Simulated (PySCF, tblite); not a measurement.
# C₂H₄O (triplet), a cluster model of a defect: EPR parameters

What EPR parameters should one expect for `C[C]O`? It is drawn as: twofold C.

Computed with tblite 0.8.0 and PySCF 2.14.0; each step states its level. No surroundings beyond the atoms listed, unless a continuum is named. Atoms count from 0, parts from 1.

### Step 1. Starting point

7 atoms, charge 0, multiplicity 3; geometry: distance geometry start.

### Step 2. Relaxing the cluster with GFN2-xTB

What the job is given:

```
{"job": {"kind": "relax", "xc": "GFN2-xTB", "basis": "xTB"}, "charge": 0, "multiplicity": 3}
C      0.383886     0.947439    -0.126077
C     -0.743564    -0.049797    -0.114542
O      1.575390     0.327626     0.165065
H     -1.486614     0.316230     0.630201
H     -1.121600    -0.132827    -1.137605
H     -0.317384    -1.029588     0.225081
H      1.704384    -0.412238    -0.440147
```

Level: GFN2-xTB geometry optimisation, gas phase.

Command:

```console
$ OMP_NUM_THREADS=1 python cluster_run.py task.json out
```

One launch serves the whole session: the jobs run in the order shown.

Standard output:

```text
step      E/eV     max force
  0    -277.07074    2.326
  1    -277.17748    1.057
  2    -277.25703    0.933
  3    -277.29595    0.589
  4    -277.33805    0.654
  5    -277.36555    0.555
  6    -277.38539    0.457
  7    -277.39954    0.393
  8    -277.41403    0.479
  9    -277.42655    0.400
 10    -277.43727    0.306
 11    -277.44645    0.324
 12    -277.45676    0.322
 13    -277.46863    0.336
 14    -277.47834    0.316
 15    -277.48652    0.317
 16    -277.49593    0.312
 17    -277.50448    0.323
 18    -277.51080    0.282
 19    -277.51447    0.199
 20    -277.51707    0.279
 21    -277.52035    0.158
 22    -277.52348    0.071
 23    -277.52409    0.060
 24    -277.52440    0.052
 25    -277.52459    0.038
 26    -277.52476    0.026
 27    -277.52485    0.018
 28    -277.52488    0.012
 29    -277.52488    0.010
 30    -277.52489    0.008
 31    -277.52490    0.012
 32    -277.52492    0.012
 33    -277.52493    0.015
 34    -277.52495    0.019
 35    -277.52500    0.025
 36    -277.52512    0.055
 37    -277.52541    0.126
 38    -277.52581    0.199
 39    -277.52692    0.223
 40    -277.52970    0.143
 41    -277.53035    0.071
 42    -277.53053    0.258
 43    -277.53200    0.111
 44    -277.53293    0.059
 45    -277.53485    0.221
 46    -277.53599    0.072
 47    -277.53733    0.088
 48    -277.53826    0.301
 49    -277.53979    0.073
 50    -277.54061    0.037
 51    -277.54067    0.194
 52    -277.54113    0.029
 53    -277.54122    0.027
 54    -277.54129    0.071
 55    -277.54137    0.042
 56    -277.54145    0.021
 57    -277.54149    0.016
 58    -277.54151    0.015
 59    -277.54152    0.009
 60    -277.54153    0.008
```

It took 0.26 s on 1 thread of Arm Neoverse N1, shared host.

The steps of the relaxation:

```csv
step,energy from step 0 (eV),largest force (eV/Å)
0,0.0000,2.3259
2,-0.1863,0.9328
4,-0.2673,0.6541
6,-0.3146,0.4566
8,-0.3433,0.4791
10,-0.3665,0.3063
12,-0.3860,0.3216
14,-0.4076,0.3161
16,-0.4252,0.3116
18,-0.4401,0.2815
20,-0.4463,0.2795
22,-0.4527,0.0712
24,-0.4537,0.0515
26,-0.4540,0.0256
28,-0.4541,0.0117
30,-0.4542,0.0086
32,-0.4542,0.0120
34,-0.4542,0.0194
36,-0.4544,0.0554
38,-0.4551,0.1998
40,-0.4590,0.1431
42,-0.4598,0.2585
44,-0.4622,0.0590
46,-0.4653,0.0719
48,-0.4675,0.3008
50,-0.4699,0.0367
52,-0.4704,0.0292
54,-0.4706,0.0710
56,-0.4707,0.0201
58,-0.4708,0.0142
60,-0.4708,0.0081
```

Close pairs (by a distance rule), those that changed most:

```csv
bond,before (Å),after (Å),change (Å)
C0–C1,1.505,1.468,-0.037
C0–O2,1.374,1.342,-0.032
C1–H5,1.121,1.100,-0.021
C1–H3,1.114,1.098,-0.016
O2–H6,0.965,0.973,+0.008
C1–H4,1.094,1.088,-0.006
```

### Step 3. Optimising the geometry at PBE0-D3(BJ)/def2-SVP

What the job is given:

```
{"job": {"xc": "PBE0", "basis": "def2-SVP", "d3": "d3bj", "grid": 2, "kind": "geom", "shake": 0.01}, "charge": 0, "multiplicity": 3}
C      0.484310     0.443701    -0.467653
C     -0.822966    -0.110360    -0.044748
O      1.575486     0.559914     0.235144
H     -1.152192     0.378630     0.868767
H     -1.563549     0.025710    -0.834891
H     -0.731227    -1.178178     0.157373
H      2.240756    -0.153420     0.063161
```

Standard output:

```text
step   0  E = -153.41564614  max force = 0.030251
step   1  E = -153.41728035  max force = 0.008628
step   2  E = -153.41756540  max force = 0.002289
step   3  E = -153.41762488  max force = 0.000969
step   4  E = -153.41768716  max force = 0.001234
step   5  E = -153.41769984  max force = 0.000910
step   6  E = -153.41771495  max force = 0.000332
step   7  E = -153.41771766  max force = 0.000337
optimisation converged
```

Wall time 28 s (1 thread of Arm Neoverse N1, shared host); peak memory 0.34 GiB.

Along the way:

```csv
step,energy from step 0 (eV),largest force component (eV/Å)
0,0.0000,1.5556
1,-0.0445,0.4437
2,-0.0522,0.1177
3,-0.0538,0.0498
4,-0.0555,0.0635
5,-0.0559,0.0468
6,-0.0563,0.0171
7,-0.0564,0.0173
```

Distances of close pairs at the start and the end, largest changes first:

```csv
bond,before (Å),after (Å),change (Å)
C0–O2,1.303,1.333,+0.030
O2–H6,0.990,0.969,-0.021
C1–H3,1.087,1.108,+0.021
C1–H5,1.091,1.110,+0.019
C1–H4,1.091,1.099,+0.008
C0–C1,1.481,1.476,-0.005
```

The end geometry stands in the next job.

```csv
at the end point,value
point group (found at 0.08 Å tolerance),C1
"rotational constants (GHz, main isotopes)","67.471, 8.877, 8.458"
dipole moment (D),1.67
⟨S²⟩,2.005
```

### Step 4. g tensor and hyperfine couplings: B3LYP/IGLO-III+pcH-1

What the job is given:

```
{"job": {"kind": "epr"}, "charge": 0, "multiplicity": 3}
C      0.471288     0.461624    -0.499078
C     -0.807127    -0.054330     0.028453
O      1.644549     0.431406     0.132229
H     -1.062570     0.409162     1.001559
H     -1.623262     0.166820    -0.674127
H     -0.787431    -1.152786     0.183793
H      2.194615    -0.296233    -0.195673
```

With the program's defaults for keys left out, this is: UKS B3LYP, IGLO-III on C O, pcH-1 on H, non-relativistic, mean-field spin-orbit, GIAO.

Standard output:

```text
UKS, coarse grid
  cycle   1  E = -153.70887681  |g| = 4.12e-01
  cycle   2  E = -153.61316658  |g| = 6.70e-01
  cycle   3  E = -153.77011943  |g| = 8.60e-02
  cycle   4  E = -153.77300733  |g| = 3.05e-02
  cycle   5  E = -153.77349778  |g| = 5.83e-03
  cycle   6  E = -153.77352195  |g| = 2.22e-03
  cycle   7  E = -153.77352480  |g| = 9.57e-04
UKS, final grid
  cycle   1  E = -153.77351915  |g| = 1.07e-03
  cycle   2  E = -153.77351887  |g| = 1.40e-03
  cycle   3  E = -153.77351967  |g| = 1.86e-04
  cycle   4  E = -153.77351969  |g| = 5.48e-05
  cycle   5  E = -153.77351969  |g| = 1.57e-05
E = -153.77351969 Eh   <S^2> = 2.0054 (exact 2.0000)
g shifts (ppm)      1          2          3
  rmc          -178       -178       -178
  gc             30          8        -16
  oz_so        -199        395        806
  total        -347        225        612
hyperfine (MHz)  atom isotope    a_iso     a_fc   dipolar eigenvalues
    0   13C     303.60     303.60    -72.48     13.71     58.77
    1   13C      41.39      41.39     -6.21     -5.59     11.80
    2   17O     -43.58     -43.58    -25.88      6.05     19.83
    3    1H      69.45      69.45     -5.71     -3.23      8.94
    4    1H      11.13      11.13     -6.17     -5.83     12.00
    5    1H      69.63      69.63     -5.62     -3.29      8.91
    6    1H      64.29      64.29    -10.92     -7.61     18.53
zero-field splitting (cm-1)  D = 0.7190  E = 0.0715  (spin-spin 0.5867, spin-orbit 0.1373)
```

Wall time 19 s (1 thread of Arm Neoverse N1, shared host); peak memory 0.41 GiB.

Principal g values 2.00197, 2.00254, 2.00293; g(iso) = 2.00248, against 2.00232 for a free electron.

Hyperfine couplings, nucleus by nucleus at this fixed geometry (no averaging over rotations):

```csv
nuclei,isotope,a(iso) (MHz),"a(iso) (G, at g = 2.0023)",largest dipolar term (MHz)
C0,13C,303.6,108.3,-72.5
H5,1H,69.6,24.8,8.9
H3,1H,69.4,24.8,8.9
H6,1H,64.3,22.9,18.5
O2,17O,-43.6,-15.6,-25.9
C1,13C,41.4,14.8,11.8
H4,1H,11.1,4.0,12.0
```

Zero-field splitting: D = 0.719 cm⁻¹ (spin-spin 0.587, spin-orbit 0.137), E = 0.071 cm⁻¹.

Mulliken spin populations:

```csv
atom,value (e)
C0,1.78
C1,-0.08
O2,0.09
H3,0.07
H4,0.01
H5,0.08
H6,0.05
```

Orbitals, density, ELF and potential are computed afterwards from the orbital file.

ELF in a plane through or near 4 of the atoms.

Ten even steps from ' ' (0.00) to '@' (1.00):
```
                                                        
                                                        
                                                        
                        ::::..                          
                      ::++**--                          
            ::::::    ::####==..                        
          ::==####==::--##%%++::......                  
          ::++%%%%##++==##%%**--------::..              
          ..==%%%%++####--**%%**++****++--..            
          ::==####==####==##%%----==##**==..            
        ..--##@@@@##**++==**##::----**==--              
        ::**%%@@@@**--..::--**%%%%%%++::                
        ..++%%%%%%::      ..%%@@@@@@%%::                
          ::++**++..      ..@@@@@@@@@@==                
                          ..@@@@@@@@@@==                
                          ..##@@@@@@%%::                
                            ..--==--::                  
                                                        
                                                        
                                                        
```
The map spans 9.6 Å across and 7.4 Å up, centred on the molecule. Atoms in the plane (x, y in Å): C1 (0.8, 0.0), O2 (-1.6, 0.4), H5 (0.9, -1.1), H6 (-2.2, -0.4).

On the surface of density 0.002 e/bohr³ the electrostatic potential runs, from the 1st to the 99th percentile, from -1.12 V near O2 to 2.45 V near H6.

The spin density lies nearest to C0 75 %; O2 11 %.

### Step 5. EPR parameters: BHandHLYP/IGLO-III+pcH-1

Settings changed since step 4:

```diff
@@ -1,2 +1,2 @@
-{"job": {"kind": "epr"}, "charge": 0, "multiplicity": 3}
+{"job": {"kind": "epr", "xc": "BHandHLYP"}, "charge": 0, "multiplicity": 3}
 C      0.471288     0.461624    -0.499078
```

Level: UKS BHandHLYP, IGLO-III on C O, pcH-1 on H, non-relativistic, mean-field spin-orbit, GIAO.

Standard output:

```text
UKS, coarse grid
  cycle   1  E = -153.62612536  |g| = 3.43e-01
  cycle   2  E = -153.63250391  |g| = 3.70e-01
  cycle   3  E = -153.67883414  |g| = 5.18e-02
  cycle   4  E = -153.68046167  |g| = 1.66e-02
  cycle   5  E = -153.68072163  |g| = 6.52e-03
  cycle   6  E = -153.68076559  |g| = 2.46e-03
  cycle   7  E = -153.68077351  |g| = 6.66e-04
UKS, final grid
  cycle   1  E = -153.68076971  |g| = 3.83e-04
  cycle   2  E = -153.68076985  |g| = 3.10e-04
  cycle   3  E = -153.68076990  |g| = 1.29e-04
  cycle   4  E = -153.68076993  |g| = 6.27e-05
  cycle   5  E = -153.68076993  |g| = 9.60e-06
E = -153.68076993 Eh   <S^2> = 2.0077 (exact 2.0000)
g shifts (ppm)      1          2          3
  rmc          -178       -178       -178
  gc             30          8        -17
  oz_so        -166        406        773
  total        -314        237        579
hyperfine (MHz)  atom isotope    a_iso     a_fc   dipolar eigenvalues
    0   13C     335.72     335.72    -74.36     14.75     59.61
    1   13C      35.42      35.42     -6.48     -5.26     11.74
    2   17O     -43.91     -43.91    -24.67      5.43     19.24
    3    1H      68.87      68.87     -5.55     -3.28      8.83
    4    1H      11.48      11.48     -6.14     -6.06     12.20
    5    1H      69.90      69.90     -5.46     -3.32      8.78
    6    1H      60.49      60.49    -11.03     -7.51     18.55
zero-field splitting (cm-1)  D = 0.8017  E = 0.0804  (spin-spin 0.6280, spin-orbit 0.1801)
```

Run time: 18 s. Hardware: 1 thread of Arm Neoverse N1, shared host; peak memory 0.41 GiB.

In short: g(iso) 2.00249.

### Step 6. Comparing the runs: EPR parameters

g, ⟨S²⟩ and isotropic hyperfine couplings (MHz), with basis size and wall time:

```csv
run,g(iso),⟨S²⟩,13C C0,1H H5,1H H3,1H H6,17O O2,functions,time
B3LYP/IGLO-III+pcH-1,2.00248,2.005,303.6,69.6,69.4,64.3,-43.6,145,19 s
BHandHLYP/IGLO-III+pcH-1,2.00249,2.008,335.7,69.9,68.9,60.5,-43.9,145,18 s
```

### Step 7. What came out

| quantity | value |
| --- | --- |
| point group | C1 |
| rotational constants (main isotopes) | 67.47, 8.88, 8.46 GHz |
| D, E (B3LYP) | 0.719, 0.071 cm⁻¹ |
| g(iso) (B3LYP) | 2.00248 |
| ⟨S²⟩ | 2.005 (exact 2.00) |
| largest a(iso) | 13C on C0, 303.6 MHz |
| surface potential, 1st and 99th percentile | -1.12 V and 2.45 V |

In words: Relaxing lowered the energy by 0.056 eV in 7 steps; the close pair that moved most is C0–O2, from 1.303 to 1.333 Å (PBE0/def2-SVP). C0 carries the largest spin population, 1.78 e. The isotropic g lies 0.2 ppt above the free-electron value. The coupling of 13C on C0 runs from 303.6 (B3LYP/IGLO-III+pcH-1) to 335.7 MHz (BHandHLYP/IGLO-III+pcH-1). The triplet was assumed; the singlet may lie lower.
